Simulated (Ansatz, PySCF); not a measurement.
CH₃, SMILES [CH3] (connectivity only; charge and spin as stated), charge +1, multiplicity 1. Atoms are numbered in the order given.

```xyz
4

C      0.0000     0.0000     0.0000
H      1.0918     0.0000     0.0000
H     -0.5459    -0.9455     0.0000
H     -0.5459     0.9455     0.0000
```
Charge +1, spin multiplicity 1.

Coordinates come from a B3LYP-D3(BJ)/def2-TZVPD optimisation. The spin state was assumed, not searched. The isomer is the one that the SMILES or the coordinates give; other isomers of the formula were not compared.

Two levels are set side by side: PBE-D3(BJ)/def2-TZVPD (Ansatz, a quantum-chemistry and plane-wave program) and B3LYP-D3(BJ)/def2-TZVPD (Ansatz). Each level has its own optimised geometry; the coordinates shown are those of the second. Frequencies come from the Hessian of PySCF at each geometry. Differences are taken from unrounded values.

```tsv
quantity	B3LYP-D3(BJ)
mean bond length (Å)	1.092
bond C1–H2 (Å)	1.092
bond C1–H3 (Å)	1.092
bond C1–H4 (Å)	1.092
highest harmonic wavenumber (cm⁻¹)	3215
mean harmonic wavenumber (cm⁻¹)	2283
zero-point energy (kcal/mol)	19.58
```

Problem. What does PBE-D3(BJ) give, and how far is it from B3LYP-D3(BJ)? (Estimate from the structure and the level; the computed values follow.)

Solution. 
```tsv
quantity	PBE-D3(BJ)	PBE-D3(BJ) minus B3LYP-D3(BJ)
mean bond length (Å)	1.101	0.009
bond C1–H2 (Å)	1.101	0.009
bond C1–H3 (Å)	1.101	0.009
bond C1–H4 (Å)	1.101	0.009
highest harmonic wavenumber (cm⁻¹)	3143	-72
mean harmonic wavenumber (cm⁻¹)	2224	-59
zero-point energy (kcal/mol)	19.08	-0.51
```

GGA bonds tend to be longer and softer than those of functionals with exact exchange. Differences between two approximate levels are no errors against the true value.
